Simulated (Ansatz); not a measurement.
Reaction (substitution at a C–C bond): `COC(F)CCl` + H–F → `COC(F)F` + `CCl`

Calculated with Ansatz (gas phase, PBE0-D4/def2-TZVP geometries, no zero-point term in ΔE). CCSD(T)/CBS is the MP2 limit (def2-TZVPP, def2-QZVPP) plus CCSD(T) − MP2 in def2-TZVPP, frozen cores. This one scheme is used for every species. DFT in def2-TZVPP. B3LYP here is the variant with VWN-RPA as its local correlation; programs differ in this. Each species was taken in one conformer, which may not be the lowest.

```csv
level,ΔE (kJ/mol),difference from CCSD(T)/CBS
PBE-D4,3.7,-12.7
PBE0-D4,4.2,-12.2
B3LYP-D4,2.4,-14.0
ωB97X-V,0.9,-15.5
ωB97M-V,3.1,-13.3
PBE,-2.2,-18.6
r2SCAN,-3.7,-20.1
PBE0,-1.1,-17.5
HF/def2-TZVPP,-17.5,-33.9
SCS-MP2/def2-TZVPP,10.4,-6.0
CCSD/def2-TZVPP,7.1,-9.3
CCSD(T)/def2-TZVPP,9.8,-6.6
SCS-MP2/def2-QZVPP,14.2,-2.2
HF/CBS(def2),-17.5,-33.9
MP2/CBS(def2),24.0,7.6
CCSD/CBS(def2),13.7,-2.7
CCSD(T)/CBS,16.4,0
```

Largest T1 diagnostic among the species: 0.011.

In def2-TZVPP, CCSD(T) changes the Hartree–Fock value by +27.3 kJ/mol (the triples alone add +2.7 kJ/mol) and MP2 by +34.9 kJ/mol. The D4 term adds +9.2 kJ/mol with B3LYP and +5.3 kJ/mol with PBE0; it sums over pairs of atoms, weighted by their polarisabilities, and B3LYP, whose exchange is more repulsive, gets the larger term.
